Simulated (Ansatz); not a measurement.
**HGe–NH, quartet: the ladder up to UCCSDT(Q)**

Geometry: a point of a stretch scan, not a stationary point.

```xyz
4

Ge    0.0182    0.0889    0.7146
N    -0.1512   -0.3887   -3.5212
H     0.3001   -1.2738    1.4146
H     0.4898    0.2701   -3.9796
```

Basis cc-pVDZ; Ansatz 0.2.0. Correlated methods freeze the noble-gas cores and the filled d shells of p-block atoms, which leaves 11 electrons in 36 orbitals. Prefix R: restricted or restricted open-shell reference; prefix U: unrestricted. Active spaces: pair = (5e, 5o) about the gap; valence = (11e, 10o) chosen from the atoms' valence shells. No spin–orbit coupling is included, and no scalar relativity.

Full CI isn't at hand for all of this; UCCSDT(Q) serves as the reference, and is uncertain by about the last step of the cluster series. The frozen core follows each run's orbitals, which can shift R against U totals by a few meV for light atoms and by up to 0.1 eV past Ca.

* UHF ⟨S²⟩: 3.775
* T1 diagnostic (RCCSD): 0.0183
* largest doubles amplitude (RCCSD): 0.070
* T1 diagnostic (UCCSD): 0.0109

```json
{"level": "UHF", "E − E(UCCSDT(Q)) (kJ/mol)": "548.7", "share of correlation (%)": "4.75", "wall time": "–"}
{"level": "UMP2", "E − E(UCCSDT(Q)) (kJ/mol)": "117.3", "share of correlation (%)": "79.65", "wall time": "–"}
{"level": "UCCSD", "E − E(UCCSDT(Q)) (kJ/mol)": "9.8", "share of correlation (%)": "98.29", "wall time": "–"}
{"level": "UCCSD(T)", "E − E(UCCSDT(Q)) (kJ/mol)": "2.2", "share of correlation (%)": "99.61", "wall time": "18 s"}
{"level": "UCCSDT", "E − E(UCCSDT(Q)) (kJ/mol)": "0.4", "share of correlation (%)": "99.93", "wall time": "–"}
```

The correlation energy at UCCSDT(Q), counted from RHF, is -5.971 eV. That run took 85 s on 1 thread of Arm Neoverse V1, shared host.

Run but not shown, since their state or frozen core can't be matched to the reference's or they repeat it: RHF, RMP2, CISD, RCCSD, RCCSD(T), BCCD(T), RCCSDT, RCCSDT(Q), CASSCF (pair space), NEVPT2 (pair space), MRCISD (pair space), MRCISD+Q (pair space), CASSCF (valence space), NEVPT2 (valence space), MRCISD (valence space), MRCISD+Q (valence space).

Times hold each run's SCF and search for its determinant on a shared host, so for small cases they say little of a method's own cost; they ran on 1 thread of Arm Neoverse V1.

Natural occupations of CASSCF (valence space) about the gap: 1.979 1.976 1.942 1.000 1.000 1.000 0.051 0.028 0.027; effectively unpaired electrons, Σ n²(2−n)², 3.03.
